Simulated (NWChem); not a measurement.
Everything below was run with NWChem. System: O$_{3}$, charge 0, spin multiplicity 1, displaced from the optimised geometry. Level: RHF/cc-pVDZ, spin-restricted.

Part of the output:

```
             Northwest Computational Chemistry Package (NWChem) 7.3.0
             --------------------------------------------------------

                                NWChem Input Module
                                -------------------

 Scaling coordinates for geometry "geometry" by  1.889725989
 (inverse scale =  0.529177249)

                             Geometry "geometry" -> ""
                             -------------------------

 Output coordinates in angstroms (scale by  1.889725989 to convert to a.u.)

  No.       Tag          Charge          X              Y              Z
 ---- ---------------- ---------- -------------- -------------- --------------
    1 O                    8.0000    -1.59100000     0.00000000    -0.52549500
    2 O                    8.0000     0.00000000     0.00000000     0.42039600
    3 O                    8.0000     1.06066700     0.00000000    -0.21019800

 Effective nuclear repulsion energy (a.u.)      58.4261054481

            Nuclear Dipole moment (a.u.)
            ----------------------------
        X                 Y               Z
 ---------------- ---------------- ----------------
    -8.0174724216     0.0000000000    -4.7665994802


 Summary of "ao basis" -> "" (spherical)
 ------------------------------------------------------------------------------
       Tag                 Description            Shells   Functions and Types
 ---------------- ------------------------------  ------  ---------------------
 *                          cc-pvdz                   on all atoms

 Summary of "ao basis" -> "ao basis" (spherical)
 ------------------------------------------------------------------------------
       Tag                 Description            Shells   Functions and Types
 ---------------- ------------------------------  ------  ---------------------
 O                          cc-pvdz                  6       14   3s2p1d

                                 NWChem SCF Module
                                 -----------------

  ao basis        = "ao basis"
  functions       =    42
  atoms           =     3
  closed shells   =    12
  open shells     =     0
  charge          =   0.00
  wavefunction    = RHF
  use symmetry    = F
  symmetry adapt  = F

 Summary of "ao basis" -> "ao basis" (spherical)
 ------------------------------------------------------------------------------
       Tag                 Description            Shells   Functions and Types
[...]
   Bfn.  Coefficient  Atom+Function         Bfn.  Coefficient  Atom+Function
  ----- ------------  ---------------      ----- ------------  ---------------
     6      0.521102  1 O  pz                 9      0.372727  1 O  pz
     4     -0.335511  1 O  px                 7     -0.243522  1 O  px
    34     -0.170082  3 O  pz                32     -0.153039  3 O  px

 Vector   11  Occ=2.000000D+00  E=-5.250358D-01
              MO Center= -1.5D+00,  1.3D-15, -5.1D-01, r^2= 7.8D-01
   Bfn.  Coefficient  Atom+Function         Bfn.  Coefficient  Atom+Function
  ----- ------------  ---------------      ----- ------------  ---------------
     5      0.656249  1 O  py                 8      0.476180  1 O  py

 Vector   12  Occ=2.000000D+00  E=-5.212030D-01
              MO Center=  1.6D-01, -4.8D-16, -1.3D-02, r^2= 1.6D+00
   Bfn.  Coefficient  Atom+Function         Bfn.  Coefficient  Atom+Function
  ----- ------------  ---------------      ----- ------------  ---------------
    20      0.421528  2 O  pz                34     -0.423227  3 O  pz
    37     -0.315472  3 O  pz                23      0.312474  2 O  pz
     6     -0.265389  1 O  pz                32     -0.222460  3 O  px
    18      0.220543  2 O  px                 9     -0.191826  1 O  pz
    21      0.177428  2 O  px                35     -0.172172  3 O  px

 Vector   13  Occ=0.000000D+00  E=-2.399536D-02
              MO Center=  5.4D-01,  2.8D-17,  8.1D-02, r^2= 1.1D+00
   Bfn.  Coefficient  Atom+Function         Bfn.  Coefficient  Atom+Function
  ----- ------------  ---------------      ----- ------------  ---------------
    36     -0.491681  3 O  py                33     -0.479224  3 O  py
    19      0.466603  2 O  py                22      0.468796  2 O  py

 Vector   14  Occ=0.000000D+00  E= 8.880467D-02
              MO Center= -1.5D+00, -9.4D-19, -4.7D-01, r^2= 1.0D+00
   Bfn.  Coefficient  Atom+Function         Bfn.  Coefficient  Atom+Function
  ----- ------------  ---------------      ----- ------------  ---------------
     7      0.557697  1 O  px                 4      0.488538  1 O  px
     9      0.305450  1 O  pz                 6      0.269608  1 O  pz
    17     -0.247109  2 O  s                 23      0.190767  2 O  pz
    20      0.175154  2 O  pz                18      0.160388  2 O  px

 Vector   15  Occ=0.000000D+00  E= 3.935409D-01
              MO Center=  5.4D-01,  5.3D-19,  9.2D-02, r^2= 1.4D+00
   Bfn.  Coefficient  Atom+Function         Bfn.  Coefficient  Atom+Function
  ----- ------------  ---------------      ----- ------------  ---------------
    31     -1.051317  3 O  s                 17      1.036808  2 O  s
    21      0.934473  2 O  px                35      0.915804  3 O  px
    37     -0.551159  3 O  pz                23     -0.525650  2 O  pz
    18      0.424192  2 O  px                32      0.378390  3 O  px
    34     -0.231404  3 O  pz                20     -0.205175  2 O  pz

 center of mass
 --------------
 x =  -0.33406135 y =   0.00000000 z =  -0.19860831

 moments of inertia (a.u.)
 ------------------
          26.498783097092           0.000000000000         -31.836619998344
           0.000000000000         229.987233515988           0.000000000000
         -31.836619998344           0.000000000000         203.488450418896

  Mulliken analysis of the total density
  --------------------------------------

    Atom       Charge   Shell Charges
 -----------   ------   -------------------------------------------------------
    1 O    8     8.12   2.00  0.93  1.07  2.48  1.64  0.00
    2 O    8     7.96   2.00  0.92  0.97  2.61  1.43  0.04
    3 O    8     7.92   2.00  0.93  0.97  2.60  1.39  0.03

       Multipole analysis of the density wrt the origin
       ------------------------------------------------

     L   x y z        total         open         nuclear
     -   - - -        -----         ----         -------
     0   0 0 0     -0.000000      0.000000     24.000000

     1   1 0 0      0.525046      0.000000     -8.017472
     1   0 1 0      0.000000      0.000000      0.000000
     1   0 0 1      0.129971      0.000000     -4.766599

     2   2 0 0    -11.830174      0.000000    104.454931
     2   1 1 0      0.000000      0.000000      0.000000
     2   1 0 1      0.008466      0.000000     17.515712
     2   0 2 0    -11.012418      0.000000      0.000000
     2   0 1 1     -0.000000      0.000000      0.000000
     2   0 0 2    -11.872970      0.000000     14.200294

 Task  times  cpu:        0.2s     wall:        0.2s

 Total times  cpu:        0.2s     wall:        0.2s
```

### Question
Write an NWChem input that would produce this output.

### Answer
Several could match; the one computed here: 
```
start mol
memory heap 200 mb stack 900 mb global 1100 mb
geometry units angstroms nocenter noautoz noautosym
  O     -1.591000     0.000000    -0.525495
  O      0.000000     0.000000     0.420396
  O      1.060667     0.000000    -0.210198
end
basis spherical
  * library cc-pvdz
end
scf
  rhf
  nopen 0
  maxiter 100
  thresh 1e-7
  semidirect memsize 60000000 filesize 0
end
task scf energy
```
